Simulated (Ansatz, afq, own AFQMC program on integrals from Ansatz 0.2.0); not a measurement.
SiH₄, triplet in 6-31G, levels against full CI

```xyz
5

Si    0.0000    0.0000    0.0000
H    -0.0115    1.0851    1.0776
H    -0.0165   -1.0776    1.0850
H     0.0165    1.0776   -1.0850
H     0.0115   -1.0851   -1.0776
```

Basis 6-31G. Noble-gas cores (and the filled d shells of Ga–Kr and In–Xe) are frozen. Ansatz 0.2.0 and our own AFQMC program on the same integrals; the CISD trial comes from CCSD amplitudes, and released means the phaseless constraint is let go. Free projection: walkers drawn from exp(T), propagated without any constraint. Its projection time is finite, and what remains of the start isn't in its error. Error bars are statistical, one sigma.

Determinant: UHF, the one that the program's search chose, which needn't be the lowest solution. The geometry is a point of a scan.

Full CI is exact in this basis; its frozen core comes from its own orbitals, which moves totals by up to a few meV.

Cautions: lower spins were not checked; full CI with its own frozen core.

```
T1 diagnostic                               : 0.0123
weight of the determinant in the CISD state : 0.922
⟨S²⟩ of the determinant                     : 2.026
size of the correlated space                : 8 electrons in 16 orbitals
```

Reference: full CI, correlation energy -2.424 eV. The released energy is read at 1.50 1/Eh (meV from the phaseless value at times in 1/Eh: 0.6 ± 1.6 at 0.24, -0.2 ± 1.7 at 0.50, -3.4 ± 1.6 at 1.00, -3.2 ± 1.5 at 1.50). CCSDTQ lies 0.0 meV above full CI, in part by the other frozen core, which shifts every row alike, so rows that close can't be ranked against it.

| level | E − E(reference) (kJ/mol) | share of correlation (%) |
| --- | --- | --- |
| HF | 233.9 | 0.00 |
| MP2 | 81.1 | 65.33 |
| CCSD | 4.9 | 97.92 |
| CCSD(T) | 1.5 | 99.37 |
| CCSDT | 0.0 | 100.02 |
| CCSDT(Q) | 0.0 | 100.02 |
| CCSDTQ | 0.0 | 100.00 |
| ph-AFQMC/HF | 6.9 ± 1.2 | 97.04 |
| ph-AFQMC/CISD | 0.7 ± 0.2 | 99.72 |
| released AFQMC | 0.3 ± 0.1 | 99.85 |
| free AFQMC | 0.0 ± 0.3 | 100.01 |

CCSDT and higher add their correlation energy to the determinant of the CCSD(T) run, since their own runs factorise the integrals more tightly (a shift of under 2 meV). Free projections are given only where their last times agree within the noise and don't stop above the reference; a slow remainder of the start can still hide under it. A walk keeps the symmetry of its determinant, which the program's search chose and which needn't be the lowest solution, so a lower state of the same spin and another symmetry isn't excluded. Released energies are given only where the last usable release times agree within the noise; a slower fall can still hide under it.
